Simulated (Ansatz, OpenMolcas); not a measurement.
**CH2Cl2 (dichloromethane): the vertical ionisation energy from total energies**

CH2Cl2: 5 atoms, total charge 0, spin state singlet. SMILES: `ClCCl`. The shape is that of a PBE0-D4/def2-TZVP optimisation.

```xyz
5

Cl    1.6307   -0.3387    0.2654
C    -0.1011   -0.0827    0.0629
Cl   -0.4742    1.2845   -0.9848
H    -0.5250   -0.9767   -0.3841
H    -0.5304    0.1136    1.0406
```

Both states at this one shape; open shells run unrestricted unless said. 1 Eh = 27.2114 eV.

| level | program | singlet CH2Cl2 (Eh) | doublet [CH2Cl2]+ (Eh) |
| --- | --- | --- | --- |
| HSE06/aug-cc-pVDZ | Ansatz | -959.353846 | -958.946059 |
| B2PLYP/aug-cc-pVDZ, 11 core orbitals frozen | Ansatz | -959.389914 | -958.979076 |
| CCSD(T)/aug-cc-pVDZ, open shells restricted, 11 core orbitals frozen | OpenMolcas | -958.533042 | -958.116320 |

Q: Work out the vertical ionisation energy at each level.

A: 
1. HSE06/aug-cc-pVDZ: -958.946059 − (-959.353846) = 0.407787 Eh = 11.10 eV.
2. B2PLYP/aug-cc-pVDZ: -958.979076 − (-959.389914) = 0.410838 Eh = 11.18 eV.
3. CCSD(T)/aug-cc-pVDZ, open shells restricted: -958.116320 − (-958.533042) = 0.416722 Eh = 11.34 eV.

No measured value is set beside it here; the levels span 11.10 to 11.34 eV.
